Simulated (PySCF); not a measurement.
Isomers C₅H₅N:

A. `C1=C(N=C)C1=C`
B. `C1(CC#N)=CC1`
C. `InChI=1S/C5H5N/c6-4-5-2-1-3-5/h2H,1,3H2`

Spectrum 1. ¹H NMR (500 MHz, computed): δ 6.86 (tt, J = 2.2, 1.2 Hz, 1H), 2.78 (m, 2H), 2.59 (m, 2H). ¹³C{¹H} NMR (computed): δ 162.3 (CH), 127.0 (C), 118.7 (C), 35.1 (CH2), 31.9 (CH2).

Spectrum 2. ¹H NMR (500 MHz, computed): δ 7.38 (m, 1H), 7.33 (m, 1H), 6.97 (dt, J = 2.3, 1.2 Hz, 1H), 3.71 (d, J = 1.3 Hz, 1H), 3.55 (d, J = 2.3 Hz, 1H). ¹³C{¹H} NMR (computed): δ 155.4 (CH2), 151.5 (C), 130.8 (C), 107.7 (CH), 58.1 (CH2).

Spectrum 3. ¹H NMR (500 MHz, computed): δ 7.17 (tt, J = 3.2, 2.1 Hz, 1H), 3.27 (m, 2H), 1.33 (m, 2H). ¹³C{¹H} NMR (computed): δ 120.8 (C), 120.8 (C), 113.3 (CH), 18.6 (CH2), 11.9 (CH2).

- shielding tensors at PBE0/pcSseg-1 (GIAO)
- coordinates at the PBE0-D3(BJ)/def2-SVP level
- J couplings at B3LYP/pcJ-1 (spin–dipole term left out of most H,H and C,H couplings)
- code: PySCF 2.14
- one computed conformer, non-relativistic, one averaged value for each set of equivalent atoms, isolated molecule

δ = σ(ref) − σ, references computed at the same level: TMS for ¹H, ¹³C. Multiplet labels drop J under 1 Hz and among equivalent protons, and merge close values. Unscaled 3J(H,H) run several per cent high. Shifts are as computed. Against solution values, carbons near 30 ppm lie about +2 ppm off and those near 130 ppm about +5 ppm. Of 1211 compounds with measured shifts, 218 miss one by over three times the rms of a fit or turn the order of signals round; such compounds aren't used in these exercises.

**Question.** Match each spectrum to its structure.

**Answer.** 1–C, 2–A, 3–B.

- Spectrum 1 (C): 5 ¹³C signals; δC 162.3 is an alkene CH; δC 127.0 is a fully substituted alkene carbon.
- Spectrum 2 (A): 5 ¹³C signals; δC 151.5 is a fully substituted alkene carbon; δC 130.8 is a fully substituted alkene carbon.
- Spectrum 3 (B): 5 ¹³C signals; δC 120.8 is a nitrile carbon; δC 120.8 is a fully substituted alkene carbon.
